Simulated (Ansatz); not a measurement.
A nudged elastic band was laid between two geometries of C₂HClF₂O (7 atoms, charge 0, multiplicity 1).

The calculation used RKS r2SCAN/def2-SVP (Ansatz).

| Item | Value |
| --- | --- |
| movable images | 5 |
| climbing image | yes |
| spring | 50.0 eV/Å² |
| optimiser | quadratic models (default) |
| start path | through a guess of the saddle point |
| force threshold | 0.05 eV/Å |
| iteration limit | 60 |
| end points | relaxed |

Initial state:

```xyz
7
Properties=species:S:1:pos:R:3
F -0.360 -1.251 1.209
C -0.107 -0.729 0.016
F -0.624 -1.513 -0.928
O 1.158 -0.268 -0.206
C 0.082 0.698 -0.177
Cl 0.036 1.806 1.175
H -0.124 1.188 -1.136
```

Final state:

```xyz
7
Properties=species:S:1:pos:R:3
F 0.207 -1.082 1.109
C -0.067 -0.405 -0.016
F -1.037 -1.099 -0.670
O 1.092 -0.332 -0.734
C -0.534 1.035 0.081
Cl -0.522 1.567 1.681
H 0.921 0.248 -1.496
```

Q: What changes between the two ends?

A: Bonds broken: O4–C5, C5–H7. Bonds formed: O4–H7.

Q: What energy profile does the band end with?

A: The forces met the threshold. The highest image is number 4 of 0 to 6, 2.68 eV above the first end and 0.49 eV above the last; the last end lies 2.19 eV above the first. Another band between the same ends (5 images) ends at a top of the same energy, where a vibrational analysis finds 1 clearly imaginary mode. The orbitals stay closed-shell, which can raise the energy where a bond breaks towards radicals; this wasn't checked here.

| image | path coordinate (Å) | energy (eV) | O4–C5 (Å) | C5–H7 (Å) | O4–H7 (Å) |
| --- | --- | --- | --- | --- | --- |
| 0 | 0.00 | 0.00 | 1.45 | 1.10 | 2.15 |
| 1 | 0.36 | 0.20 | 1.49 | 1.09 | 2.05 |
| 2 | 0.72 | 0.95 | 1.69 | 1.08 | 1.86 |
| 3 | 1.08 | 1.97 | 1.86 | 1.15 | 1.56 |
| 4 | 1.44 | 2.68 | 1.93 | 1.38 | 1.18 |
| 5 | 1.96 | 2.28 | 2.15 | 1.97 | 0.98 |
| 6 | 2.49 | 2.19 | 2.28 | 2.28 | 0.97 |

Q: What is the geometry of the highest image?

A: 
```xyz
7
Properties=species:S:1:pos:R:3:forces:R:3
F 0.036 -1.176 1.153 0.00 -0.01 0.01
C -0.115 -0.590 -0.035 -0.02 0.02 0.01
F -0.912 -1.369 -0.781 -0.01 0.00 -0.01
O 1.072 -0.269 -0.628 0.04 -0.01 -0.02
C -0.380 0.893 -0.098 -0.01 -0.01 0.01
Cl -0.257 1.704 1.385 0.00 0.00 -0.01
H 0.618 0.739 -1.042 0.00 0.01 -0.01
```

Run time: 3.6 min on 2 threads of Arm Neoverse V1, with other jobs on the host, peak memory 0.15 GiB.
